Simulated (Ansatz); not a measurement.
# SiH₂O (triplet): from Hartree-Fock to the top rungs at distance O1–H3 along a hydrogen transfer = 1.434 Å, cc-pVTZ

How much of the correlation energy of SiH₂O (triplet) does each wave-function method recover here?

Program: Ansatz 0.2.0, Gaussian basis. Level of theory: cc-pVTZ, core rule «outside noble gas», up to 6 orbitals frozen. These are calculated values, not measurements.

Plan: UHF; CCSD(T) on ROHF; CCSD(T) on UHF; BCCD(T) on ROHF; CISD; CCSDT(Q) on ROHF; CCSDT(Q) on UHF; CASSCF and NEVPT2, 4 electrons in 4 orbitals.

4 further runs of the same task are left out: 4 for a known fault of the program.

## 1. The geometry

The geometry derives from fragments relaxed apart (PBE0/def2-TZVP) and kept rigid, so it is no stationary point. A hydrogen atom is moved between rigid fragments.

4 atoms, charge 0, spin multiplicity 3.

Atoms are counted from 1 here; the program's logs count them from 0.

Bond lengths: O1–H2 0.960 Å, H3–Si4 1.630 Å.

## 2. UHF

The input, in.yaml:

```yaml
crystal:
  periodic: [false, false, false]
  atoms:
    - {symbol: O, position_ang: [-1.062173, -0.231644, 0.000000]}
    - {symbol: H, position_ang: [-1.311482, 0.694932, 0.000000]}
    - {symbol: H, position_ang: [0.371827, -0.231644, 0.000000]}
    - {symbol: Si, position_ang: [2.001827, -0.231644, 0.000000]}
basis:
  gaussian: {orbitals: cc-pVTZ}
magnetization: {spin_polarized: true, initial_magnetization: 2}
hamiltonian: {xc: hf}
output: {orbitals: {seedname: orbitals}}
```

Run with:

```
$ ansatz run in.yaml --threads 1 --pin off --events-out ev --progress --plain --max-ram 4096MiB --backend cpu
```

Further steps of the session: CCSD(T) on ROHF; CCSD(T) on UHF; BCCD(T) on ROHF; CISD; CCSDT(Q) on ROHF; CCSDT(Q) on UHF; CASSCF and NEVPT2, 4 electrons in 4 orbitals.

**Question.** What will the summary of the whole plan be? Wanted: UCCSDT(Q) below the RHF energy; RMP2 from UCCSDT(Q); UMP2 from UCCSDT(Q); RCCSD from UCCSDT(Q); RCCSD(T) from UCCSDT(Q); UCCSD(T) from UCCSDT(Q); RCCSDT(Q) from UCCSDT(Q); NEVPT2 pair from UCCSDT(Q); T1 diagnostic.

The runs gave:

```
                         quantity                      value
   UCCSDT(Q) below the RHF energy                -10.3150 eV
              RMP2 from UCCSDT(Q)              +137.3 kJ/mol
              UMP2 from UCCSDT(Q)              +137.6 kJ/mol
             RCCSD from UCCSDT(Q)               +41.8 kJ/mol
          RCCSD(T) from UCCSDT(Q)                +6.8 kJ/mol
          UCCSD(T) from UCCSDT(Q)                +6.9 kJ/mol
         RCCSDT(Q) from UCCSDT(Q)                +0.2 kJ/mol
       NEVPT2 pair from UCCSDT(Q)              +113.2 kJ/mol
levels within 1 kcal/mol (43 meV)  RCCSDT, UCCSDT, RCCSDT(Q)
                    T1 diagnostic                      0.058
```

What this shows: RCCSD(T) misses by +6.8 kJ/mol, 0.7 % of the correlation energy. These misses are within one basis, not against nature; the frozen cores of restricted and unrestricted runs differ, which can shift their rows.
